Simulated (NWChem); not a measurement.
System: N, quartet

NWChem input:

```
start job
memory heap 200 mb stack 900 mb global 1100 mb
geometry units angstroms noautoz
  N      0.000000     0.000000     0.000000
end
basis spherical
  N library sto-3g
end
dft
  odft
  mult 4
  xc b3lyp
  iterations 150
  mulliken
end
task dft energy
```

No stability test was run on the SCF state. B3LYP is NWChem's, with the RPA form of VWN correlation.

Question: Give the results of this calculation. (B3LYP/STO-3G, spin-unrestricted.) Quantities: basis functions; energy (Ha); highest occupied level (eV); lowest empty minus highest occupied level, either spin (eV); <S²>.

Answer: 
```json
{
 "number_of_basis_functions": "5",
 "energy (Ha)": "-53.89",
 "highest occupied level (eV)": "-6.39",
 "lowest empty minus highest occupied level, either spin (eV)": "7.89",
 "<S²>": "3.75"
}
```
